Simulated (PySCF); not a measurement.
# Vibration and rotation of PN

RHF-CCSD(T) constants of PN, ¹Σ⁺ (singlet), closed shell (P 6-311G(d,p), N 6-311G(d,p); no relativity (PySCF 2.14); masses 30.9738 and 14.0031 u):

- ωe: 1328.7 cm⁻¹
- ωexe: 7.03 cm⁻¹
- Be: 0.77202 cm⁻¹
- αe: 0.00546 cm⁻¹
- De to P + N: 5.38 eV

What force constant and bond length do these constants imply?

Reduced mass μred = 9.6434 u; k = 5.8918×10⁻⁷·μred·ωe² (u, cm⁻¹, mdyn/Å) = 10.0 mdyn/Å; Re = √(16.8576/(μred·Be)) (u, cm⁻¹, Å) = 1.505 Å.

Estimate the centrifugal constant D from the Kratzer relation and find the Dunham coefficient a1.

D = 4Be³/ωe² = 1.04e-06 cm⁻¹; a1 = −1 − αeωe/(6Be²) = -3.03.

Measured values (Huber and Herzberg, Constants of Diatomic Molecules (1979)): ωe = 1337.24 cm⁻¹, ωexe = 6.983 cm⁻¹, Be = 0.7864854 cm⁻¹, αe = 0.0055364 cm⁻¹.

Correlated steps freeze 6 core orbitals. Where the molecule has an RHF reference, its open-shell atoms are computed with UHF.
